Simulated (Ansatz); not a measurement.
We consider litharge PbO, described by PBEsol-D3(BJ) (Ansatz, an electronic-structure program, PAW).

Run with plane-wave cutoff 520 eV, 8×8×8 k mesh, Fermi–Dirac smearing 0.01 eV, scalar-relativistic PAW data made under PBE.

Properties against volume:

Shape and atoms are relaxed at each volume.

```csv
V (Å³/atom),P (GPa),direct gap at Γ (eV),smallest gap on the k mesh (eV),c (Å)
17.792,1.49,3.069,0.785,4.534
18.163,0.68,2.907,0.842,4.620
18.533,0.01,2.761,0.902,4.704
18.904,-0.57,2.628,0.967,4.788
19.275,-1.04,2.508,1.038,4.873
```

The fundamental gap (0.90 eV at the equilibrium volume, with added k points) lies elsewhere than Γ–Γ.

Note: the bulk modulus comes from volumes at which shape and atoms were relaxed.

Spin–orbit coupling is not included; with these elements it can move the gap by several tenths of an eV or more.
